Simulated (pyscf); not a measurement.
HO–Ga(OH)–OH (SMILES [OH][Ga]([OH])[OH]) + NH₃ (SMILES N) -> H₂O (SMILES O) + H₂N–Ga(OH)–OH (SMILES [NH2][Ga]([OH])[OH]), a four-centre exchange (singlet surface; Ga–O, H–N broken, H–O, Ga–N formed). Single points on ωB97X-D3(BJ)/def2-SVP structures (PySCF, gas phase). Energies in eV from the separated reactants.

Small-basis levels: PySCF, no dispersion term, spherical d functions. Cost: rough CPU time at the saddle relative to B3LYP/6-31G*+LANL2DZ, from one job on a shared machine.

```csv
level,barrier,reaction energy,cost
HF/3-21G,-1.12,+0.30,0.1
MP2/6-31G*+LANL2DZ,-0.25,+0.51,0.1
BP86/6-31G*+LANL2DZ,-0.42,+0.50,1
PBE/6-31G*+LANL2DZ,-0.50,+0.50,2
B3LYP/3-21G,-1.51,+0.43,1
B3LYP/6-31G*+LANL2DZ,-0.29,+0.51,1
B3LYP/6-311+G**+LANL2DZ,-0.09,+0.25,1
PBE/def2-SVP,-0.56,+0.36,3
B3LYP/def2-SVP,-0.35,+0.35,1
ωB97M-D3(BJ)/def2-TZVP,-0.15,+0.27,–
```

Against the last row the barrier runs from -1.37 (B3LYP/3-21G) to +0.05 eV (B3LYP/6-311+G**+LANL2DZ). ωB97M-D3(BJ)/def2-TZVP has limits of its own. On the reactant side the descent ends in an adduct with a Ga–N contact, 1.19 eV under the separated species and 0.99 eV under the saddle at ωB97X-D3(BJ)/def2-TZVP. On the product side the descent ends in an adduct with a Ga–O contact, 0.71 eV under the separated species and 0.25 eV under the saddle at ωB97X-D3(BJ)/def2-TZVP. At ωB97M-D3(BJ) the saddle lies under the separated reactants, which points to a path from their complex (located at ωB97X-D3(BJ) alone). At ωB97M-D3(BJ) the saddle lies under the separated products, which points to a path from their complex (located at ωB97X-D3(BJ) alone), and parting the products costs more than the saddle. What is counted as formed (Ga–N) is already present as a longer contact in the reactant adduct; forming that adduct is a step of its own. What is counted as broken (Ga–O) persists as a longer contact in the product adduct; parting that adduct is a step of its own. One saddle was located; it need not be the lowest between these sides. In the def2 sets elements up to Kr have no core potential.
